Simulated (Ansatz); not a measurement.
Ta₃Mo: can entropy hold this alloy together?

These are results of Ansatz 0.2.0, DFT PBE, scalar-relativistic, plane waves, PAW, not measurements.

Cutoff 420 eV; k points 5×5×5 on the computed 16-atom cell (Γ-centred); Gaussian smearing, width 0.10 eV; no spin polarisation.

Cells of 16 atoms on a bcc lattice, 4 Mo, 12 Ta, each occupation relaxed without symmetry on a coarser mesh and computed once more. α is the first-shell Warren–Cowley parameter of unlike pairs (negative: unlike neighbours in excess, 0: random). ΔH counts from the elements in their standard crystals.

```
cell      α  ΔH (meV/atom) V (Å³/atom) rms shift from sites (Å)
   1   0.00            -57        17.55                      0.03
   2  -0.33            -72        17.53                      0.02
   3   0.00            -71        17.57                      0.04
```

Task: Weigh the mixing energy against the ideal entropy.

Result: Ideal mixing gives S = −k_B Σ x ln x = 0.562 k_B per atom (4.7 J/(mol K)), worth 48 meV/atom at 1000 K. The cell nearest to random, 1, has ΔH = -57 meV/atom. It is already below the pure elements, so the rivals are ordered compounds, not the elements: strong attraction usually means ordering on cooling. ΔH includes the cost of putting the elements on this lattice where they prefer another, and what the coarser relaxation leaves, which can only raise it; vibrational entropy is left out.

Task: Does the alloy prefer like or unlike neighbours?

Result: Across α from -0.33 to 0.00 the energy spans 15 meV/atom, a slope of 24 meV/atom per unit of α. The energy doesn't follow α, so first-shell order isn't what sets these cells apart.

The final mesh leaves forces up to 0.14 eV/Å and stresses up to 0.6 GPa.

Spin–orbit coupling is left out, which can shift energies with elements as heavy as these.

Cost: 6 runs of about 28 core-minutes in all (earlier runs that led there not counted), on Intel Xeon Platinum 8375C (Ice Lake) (shared hosts).